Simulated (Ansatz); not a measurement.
# SiHO (quartet): wave-function methods side by side, def2-TZVPP

One table from this session's results is given with a row withheld; the runs are named, their logs left out.

The runs use Ansatz 0.2.0, Gaussian basis; def2-TZVPP, core rule «outside noble gas», up to 6 orbitals frozen.

The runs, in order: UHF; ROHF; CCSD(T) on UHF.

2 further runs of the same task are left out: 2 set aside as unsound or not needed.

## The system

The geometry is a PBE0/def2-TZVP stationary point (not a proven minimum) of the parent state, kept for this charge and spin.

3 atoms, charge 0, spin multiplicity 4.

Atoms are counted from 1 here; the program's logs count them from 0.

Bond lengths: Si1–O2 1.523 Å, Si1–H3 1.528 Å. Angles: O2–Si1–H3 118.9°.

Set-up of the first run:

in.yaml

```yaml
crystal:
  periodic: [false, false, false]
  atoms:
    - {symbol: Si, position_ang: [0.000000, -0.101589, 0.514766]}
    - {symbol: O, position_ang: [0.000000, 0.107669, -0.993765]}
    - {symbol: H, position_ang: [0.000000, 1.121646, 1.430812]}
basis:
  gaussian: {orbitals: def2-TZVPP}
magnetization: {spin_polarized: true, initial_magnetization: 3}
hamiltonian: {xc: hf}
output: {orbitals: {seedname: orbitals}}
```

The run is started by

```
$ ansatz run in.yaml --threads 1 --pin off --events-out ev --progress --plain --max-ram 4096MiB --backend cpu
```

Steps of the session up to this table: UHF; ROHF; CCSD(T) on UHF.

One of the session's tables, all rows but one given; the rest of the session is left out.

It belongs to the step «Misses and costs». 

```
  method  from UCCSD(T) (meV)
    ROHF              +8093.3
     UHF              +7910.3
    UMP2                    ?
   UCCSD               +237.0
UCCSD(T)                    0
```

Q: Estimate the row for UMP2 from the others.

As computed: from UCCSD(T) (meV): +974.3. In the column «from UCCSD(T) (meV)» it lies between UCCSD (+237.0) and UHF (+7910.3).

Caveats from the session: Warnings: coupled cluster took another determinant than the lowest.
